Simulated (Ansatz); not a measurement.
**Au3Br: from a trial structure to a relaxed crystal**

Level of theory: Ansatz, DFT PBE, scalar-relativistic, plane waves, PAW. Cutoff 420 eV, Γ-centred k mesh, Gaussian smearing, no spin polarisation in the final step.

Au3Br was placed on the Ni3Sn (D0_19) structure type (P6_3/mmc, No. 194), with Br in place of Sn, Au in place of Ni, at a guessed volume.

```yaml
crystal:
  lattice:
    - [6.28088, 0.00000, 0.00000]
    - [-3.14044, 5.43940, 0.00000]
    - [0.00000, 0.00000, 5.04137]
  atoms:
    - { symbol: Au, position: [0.83300, 0.66600, 0.25000] }
    - { symbol: Au, position: [0.16700, 0.83300, 0.75000] }
    - { symbol: Au, position: [0.33400, 0.16700, 0.25000] }
    - { symbol: Au, position: [0.16700, 0.33400, 0.75000] }
    - { symbol: Au, position: [0.83300, 0.16700, 0.25000] }
    - { symbol: Au, position: [0.66600, 0.83300, 0.75000] }
    - { symbol: Br, position: [0.33333, 0.66667, 0.25000] }
    - { symbol: Br, position: [0.66667, 0.33333, 0.75000] }
```

Steps on the 3×3×4 mesh (8 atoms). 8 of 8 steps are shown, and the free energy counts from the last. Trial steps that were taken back and renewals of the plane-wave basis can be among the rows.

| step | ΔF (meV/atom) | V (Å³/atom) | P (GPa) | largest force component (eV/Å) |
| --- | --- | --- | --- | --- |
| 1 | 105.3 | 21.53 | -5.27 | 0.603 |
| 2 | 62.4 | 19.07 | 6.52 | 0.129 |
| 3 | 37.4 | 20.36 | -0.30 | 0.298 |
| 4 | 24.3 | 20.64 | -0.01 | 0.135 |
| 5 | 9.8 | 21.35 | 2.30 | 0.401 |
| 6 | 1.4 | 22.34 | -0.98 | 0.020 |
| 7 | 0.3 | 22.10 | -0.20 | 0.036 |
| 8 | 0.0 | 22.10 | -0.16 | 0.036 |

A final relaxation ran on a 6×6×8 mesh. The relaxed crystal, P6_3/mmc (No. 194):

```
Au Br
1.0
     6.78156    0.00000    0.00000
    -3.39078    5.87301    0.00000
     0.00000    0.00000    4.42942
Au Br
6 2
Direct
  0.85392 0.70784 0.25000
  0.14608 0.85392 0.75000
  0.29216 0.14608 0.25000
  0.14608 0.29216 0.75000
  0.85392 0.14608 0.25000
  0.70784 0.85392 0.75000
  0.33333 0.66667 0.25000
  0.66667 0.33333 0.75000
```

```yaml
Volume_per_atom: 22.05 Å³
Density: 12.63 g/cm³
Energy_over_the_elements: 0.31 eV/atom
Gap_on_the_6×6×8_mesh: 0 eV (a metal)
```

Formation energies are uncorrected and refer to the elements' standard structures at the same level.

The final run used a 6×6×8 mesh on its 8-atom cell and 0.10 eV smearing. The k mesh leaves about 4 meV/atom of noise in metals. Spin–orbit coupling is left out.

A structure relaxed within its symmetry needn't be a true minimum.

Cost: 3 runs of about 1.3 core-minutes in all, on Intel Xeon 6975P-C (Granite Rapids) (shared hosts).